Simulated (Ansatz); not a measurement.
Li2S⁺. Total charge 1; doublet. Geometry PBE0-D4/def2-TZVP, that of the neutral singlet; atoms count from 1.

```xyz
3

Li    1.4729    1.0528   -0.6741
Li   -1.1758   -1.0575    1.1096
S    -0.2971    0.0048   -0.4355
```

The structure comes from a short search, and lower isomers may exist.

(1) Estimate the Mulliken populations from the PBE0/def2-TZVP orbitals of Ansatz.

(2) Where does the spin sit?

Results:

(1) 
| atom | charge (e) | spin (α − β) |
| --- | --- | --- |
| Li1 | 0.86 | 0.00 |
| Li2 | 0.86 | 0.00 |
| S3 | -0.72 | 1.00 |
Mulliken values and Mayer orders depend strongly on the basis.

(2) Summed by element: Li 0.00, S 1.00, of 1 unpaired in all. Largest on single atoms: S3 1.00, Li1 0.00, Li2 0.00.
